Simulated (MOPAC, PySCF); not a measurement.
Bond stretch in C2H3Cl, SMILES C=CCl. The C2–Cl6 bond (C2 also carries C, H; Cl6 carries nothing else) is pulled apart rigidly from the PBE0/def2-TZVP optimised geometry.

- RKS-B3LYP = restricted B3LYP/def2-TZVP (PySCF)
- PM6, restricted, heats of formation (MOPAC)
- UKS-B3LYP = unrestricted B3LYP/def2-TZVP in PySCF
- PM3, restricted, heats of formation (MOPAC)

Energies are in mEh, each relative to the lowest point of its own curve near equilibrium.

```json
[
 {"R / Å": "1.38", "RKS-B3LYP": "104.5", "PM6": "97.0", "UKS-B3LYP": "104.5", "PM3": "71.9"},
 {"R / Å": "1.48", "RKS-B3LYP": "44.2", "PM6": "42.6", "UKS-B3LYP": "44.2", "PM3": "25.1"},
 {"R / Å": "1.56", "RKS-B3LYP": "18.0", "PM6": "17.4", "UKS-B3LYP": "18.0", "PM3": "7.7"},
 {"R / Å": "1.61", "RKS-B3LYP": "8.4", "PM6": "7.9", "UKS-B3LYP": "8.4", "PM3": "2.5"},
 {"R / Å": "1.66", "RKS-B3LYP": "2.8", "PM6": "2.4", "UKS-B3LYP": "2.8", "PM3": "0.1"},
 {"R / Å": "1.72", "RKS-B3LYP": "0.0", "PM6": "0.0", "UKS-B3LYP": "0.0", "PM3": "0.0"},
 {"R / Å": "1.78", "RKS-B3LYP": "0.5", "PM6": "1.3", "UKS-B3LYP": "0.5", "PM3": "2.2"},
 {"R / Å": "1.84", "RKS-B3LYP": "3.5", "PM6": "5.4", "UKS-B3LYP": "3.5", "PM3": "6.3"},
 {"R / Å": "1.88", "RKS-B3LYP": "6.5", "PM6": "9.3", "UKS-B3LYP": "6.5", "PM3": "10.0"},
 {"R / Å": "1.98", "RKS-B3LYP": "16.5", "PM6": "22.3", "UKS-B3LYP": "16.5", "PM3": "21.8"},
 {"R / Å": "2.15", "RKS-B3LYP": "37.7", "PM6": "49.6", "UKS-B3LYP": "37.7", "PM3": "49.2"},
 {"R / Å": "2.30", "RKS-B3LYP": "57.6", "PM6": "75.1", "UKS-B3LYP": "57.6", "PM3": "77.0"},
 {"R / Å": "2.61", "RKS-B3LYP": "95.6", "PM6": "123.0", "UKS-B3LYP": "95.6", "PM3": "130.3"},
 {"R / Å": "2.86", "RKS-B3LYP": "120.8", "PM6": "154.2", "UKS-B3LYP": "117.9", "PM3": "162.5"},
 {"R / Å": "3.09", "RKS-B3LYP": "139.4", "PM6": "176.0", "UKS-B3LYP": "129.7", "PM3": "183.8"},
 {"R / Å": "3.45", "RKS-B3LYP": "161.0", "PM6": "199.1", "UKS-B3LYP": "140.0", "PM3": "205.4"},
 {"R / Å": "3.77", "RKS-B3LYP": "174.2", "PM6": "212.3", "UKS-B3LYP": "144.8", "PM3": "217.3"},
 {"R / Å": "4.18", "RKS-B3LYP": "185.6", "PM6": "223.7", "UKS-B3LYP": "148.0", "PM3": "227.3"},
 {"R / Å": "4.59", "RKS-B3LYP": "192.9", "PM6": "231.7", "UKS-B3LYP": "149.5", "PM3": "234.2"},
 {"R / Å": "5.20", "RKS-B3LYP": "199.2", "PM6": "240.3", "UKS-B3LYP": "150.4", "PM3": "241.8"}
]
```

At the longest distance, 5.20 Å, PM3 lies highest above its minimum (241.8 mEh) and UKS-B3LYP lowest (150.4 mEh).

At the longest distance RKS-B3LYP leaves fractional charges on the fragments, a sign of delocalisation error or of the restricted form. The restricted form behind RKS-B3LYP, PM6, PM3 keeps the bonding electrons paired and can't separate into open-shell fragments. The unrestricted determinant behind UKS-B3LYP is spin-contaminated at 2.86 to 5.20 Å (<S²> up to 1.0, against 0.00 for a pure singlet).
